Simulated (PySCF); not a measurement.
C₃H₇, SMILES C[CH]C, multiplicity 2. Geometry optimised at r2SCAN-D4/def2-TZVP. The isomer is the one that the SMILES or the coordinates give; other isomers of the formula were not compared.

The numbers are results of r2SCAN-D4/def2-TZVP (PySCF), not measurements.

Harmonic wavenumbers (cm⁻¹): 108, 122, 355, 397, 895, 934, 940, 1023, 1153, 1177, 1360, 1400, 1400, 1461, 1472, 1473, 1486, 2943, 2948, 3023, 3024, 3100, 3102, 3171. Rotational constants (GHz): 37.32, 8.427, 7.515; symmetry number 1.

Question: Work out the zero-point energy and the ideal-gas rigid-rotor harmonic-oscillator thermochemistry at 298.15 K and 1 atm.

Answer: ZPE = ½ Σ hcν = ½ × 38467 cm⁻¹ = 54.99 kcal/mol. H − E(el) = 58.83 kcal/mol. Entropy in cal/(mol K): translation 37.21, rotation 22.44, vibration 9.17, spin 1.38, total 70.19. G − E(el) = 37.91 kcal/mol. Cp = 17.75 cal/(mol K). Modes under 150 cm⁻¹ make the vibrational entropy uncertain.
